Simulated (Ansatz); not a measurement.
Start from `CC(F)=C(F)F` and change one atom or group to get `FC(F)=C(F)Cl`.

Ansatz, PBE0-D4/def2-TZVP geometries, multiplicity 1. 

```csv
property,`CC(F)=C(F)F`
HOMO energy (PBE0/def2-TZVPP) / eV,-7.12
LUMO energy (PBE0/def2-TZVPP) / eV,0.89
HOMO–LUMO gap (B3LYP/def2-TZVPP) / eV,7.50
LUMO energy (ωB97M-V/def2-TZVPP) / eV,2.76
HOMO energy (ωB97M-V/def2-TZVPP) / eV,-9.38
HOMO–LUMO gap (PBE/def2-TZVPP) / eV,5.60
```

What does the change do to each property? (Estimate.)

Ansatz gave: 
```json
{"property": "HOMO energy (PBE0/def2-TZVPP) / eV", "`FC(F)=C(F)Cl`": "-7.43", "shift": "-0.31"}
{"property": "LUMO energy (PBE0/def2-TZVPP) / eV", "`FC(F)=C(F)Cl`": "0.30", "shift": "-0.59"}
{"property": "HOMO–LUMO gap (B3LYP/def2-TZVPP) / eV", "`FC(F)=C(F)Cl`": "7.23", "shift": "-0.27"}
{"property": "LUMO energy (ωB97M-V/def2-TZVPP) / eV", "`FC(F)=C(F)Cl`": "2.58", "shift": "-0.18"}
{"property": "HOMO energy (ωB97M-V/def2-TZVPP) / eV", "`FC(F)=C(F)Cl`": "-9.64", "shift": "-0.26"}
{"property": "HOMO–LUMO gap (PBE/def2-TZVPP) / eV", "`FC(F)=C(F)Cl`": "5.35", "shift": "-0.25"}
```

With PBE0 the HOMO falls by 0.31 eV and the LUMO falls by 0.59 eV, so the gap narrows by about 0.28 eV. PBE moves the HOMO by -0.31 eV and ωB97M-V by -0.26 eV.

B3LYP here is the variant with VWN-RPA as its local correlation; programs differ in this.
